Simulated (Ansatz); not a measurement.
## Molecular dynamics of BFH$_{5}$P

Input file:

```yaml
crystal:
  periodic: [false, false, false]
  atoms:
    - { symbol: B, position_ang: [0.093627, -0.303488, 0.204154] }
    - { symbol: H, position_ang: [-0.229596, 0.380286, 1.268631] }
    - { symbol: H, position_ang: [1.232517, 0.032186, -0.001256] }
    - { symbol: F, position_ang: [-0.874113, -0.240803, -0.742611] }
    - { symbol: P, position_ang: [0.338854, -2.351958, 0.956882] }
    - { symbol: H, position_ang: [-0.81586, -2.722738, 0.212404] }
    - { symbol: H, position_ang: [1.241309, -2.503582, -0.129953] }
    - { symbol: H, position_ang: [-0.202339, -0.712303, 1.409049] }
basis:
  gaussian: { orbitals: def2-SVP }
hamiltonian:
  xc: pbe0
  dispersion: d4
md:
  timestep: 0.5
  n_steps: 200
  ensemble: nve
  temperature: 300.0
  initial_velocities: maxwell_boltzmann
  seed: 4085
```

Run as:

```bash
$ ansatz run input.yaml --threads 1 --pin off --max-ram 2048MiB --backend cpu --events-out ev --progress --plain --runs-dir out
```

It starts at the highest image of a converged band. Of that band: A vibrational analysis at the climbing image gives 2 clearly imaginary modes (883i, 74i cm⁻¹): a point of higher order, so a lower path passes nearby.

Output, in part (step lines, the closing report, with atoms numbered from 0):

```
md step     0: t =     0.00 fs  T =   300.0 K  F+E_penalty+E_count = -12750.04599625 eV  E_kin = 0.232668 eV  conserved = -12749.81332826 eV  (24 SCF iters)
[... lines left out ...]
Total energy: -12750.78563964 eV, -468.5827294638 hartree
Atom 0 at    -0.565401     1.537071    -0.615840 Å, force     0.051485    -0.490306    -0.452600 eV/Å
Atom 1 at    -1.365687     2.024368     0.123458 Å, force    -0.180056     0.152990     0.288842 eV/Å
Atom 2 at     0.267881     2.138074    -1.242621 Å, force     0.119419     0.129647     0.035109 eV/Å
Atom 3 at    -0.627494     0.230362    -0.817469 Å, force     0.018850     0.172617     0.139550 eV/Å
Atom 4 at     0.473813    -3.346734     1.288043 Å, force    -1.978293    -0.598500    -0.488639 eV/Å
Atom 5 at    -0.701479    -2.877185     2.066603 Å, force     0.761605    -0.393592    -0.579987 eV/Å
Atom 6 at     0.092900    -2.568864     0.122782 Å, force    -0.022582    -0.374645     0.284094 eV/Å
Atom 7 at     1.204762    -2.293982     1.717449 Å, force     1.229573     1.401789     0.773630 eV/Å
Dipole moment:    -0.034454     0.320543     0.025968 e Å
```

The steps, from the saved trajectory:

```
time (fs)  T (K)  potential energy less start (eV)  conserved less start (meV/atom)
        0    300                             0.000                             0.00
        3    189                             0.087                             0.12
        6    237                             0.049                             0.07
        9    301                             0.000                             0.09
       12    445                            -0.112                             0.03
       15    529                            -0.177                             0.10
       18    761                            -0.358                             0.02
       21    864                            -0.437                             0.01
       24    816                            -0.399                             0.13
       27   1027                            -0.564                            -0.03
       30    981                            -0.527                             0.14
       33   1217                            -0.712                            -0.03
       36   1218                            -0.711                             0.06
       39   1192                            -0.691                             0.08
       42   1249                            -0.736                            -0.02
       45   1127                            -0.641                             0.16
       48   1313                            -0.786                            -0.03
       51   1248                            -0.734                             0.10
       54   1317                            -0.788                             0.03
       57   1249                            -0.736                             0.03
       60   1191                            -0.691                             0.09
       63   1307                            -0.781                             0.00
       66   1237                            -0.725                             0.12
       69   1363                            -0.825                            -0.02
       72   1212                            -0.706                             0.12
       75   1276                            -0.757                            -0.02
       78   1205                            -0.701                             0.09
       81   1251                            -0.737                             0.07
       84   1346                            -0.812                            -0.03
       87   1221                            -0.713                             0.13
       90   1295                            -0.772                            -0.02
       93   1148                            -0.657                             0.13
       96   1266                            -0.749                             0.03
       99   1295                            -0.771                             0.03
```

All steps were run. The conserved energy stayed within 0.17 meV per atom of its start (net change 0.11 meV per atom), so the integration is sound. The kinetic energy rose, since the run started high on the potential surface and went downhill. It ends in pieces (BFH2 + H3P), so much of that is their flight and rotation, not heat. A run of 0.1 ps of so small a system gives no equilibrium averages. The orbitals stay closed-shell, which can raise the energy where a bond breaks towards radicals; this wasn't checked here.

Between its relaxed ends the band would form B1–P5, H2–H8 and break B1–H2, P5–H8. These pairs go: B1–P5 2.20 → 5.34 Å, H2–H8 1.10 → 5.27 Å, B1–H2 1.31 → 1.19 Å, P5–H8 1.78 → 1.35 Å. In the last frame they stand as before the step (other bonds may differ from the relaxed reactants and products). Also parted: B1–H8 1.31 → 4.82 Å. It ends as BFH2 + H3P. Pairs count as bonded within 1.25 times the sum of covalent radii (0.12 Å more for H–H).

Last frame:

```xyz
8
Properties=species:S:1:pos:R:3
B -0.565 1.537 -0.616
H -1.366 2.024 0.123
H 0.268 2.138 -1.243
F -0.627 0.230 -0.818
P 0.474 -3.347 1.288
H -0.702 -2.877 2.067
H 0.093 -2.569 0.123
H 1.205 -2.294 1.717
```

Time of the run: 5.7 min on 1 thread of Arm Neoverse V2 (shared host), peak memory 0.12 GiB.
